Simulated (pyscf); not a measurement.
`[F][CH]([F])[C]([F])([F])[F]` → `[F][C]([F])=[C]([F])[F]` + `[FH]`, an elimination (singlet surface; C–H, C–F broken, F–H formed). Structures and frequencies: ωB97X-D3(BJ)/def2-SVP in PySCF. Energies in kcal/mol from the reactant's lowest minimum found.

Small-basis levels: PySCF, no dispersion term, spherical d functions. 

**Question.** Quick HF/6-31G* single points give ΔE‡ = 116.7 kcal/mol and ΔE = +61.7 kcal/mol. What does ωB97M-D3(BJ)/def2-TZVP give, and how far is the quick result from it?

**Answer.** ωB97M-D3(BJ)/def2-TZVP gives ΔE‡ = 87.9 kcal/mol and ΔE = +44.4 kcal/mol. HF/6-31G* lies 28.7 kcal/mol over it in the barrier and 17.4 kcal/mol over it in the reaction energy, so on this step it does not hold to within 3.0 kcal/mol. ωB97M-D3(BJ)/def2-TZVP has limits of its own. This is the saddle that the search found; another between the same sides may lie lower.
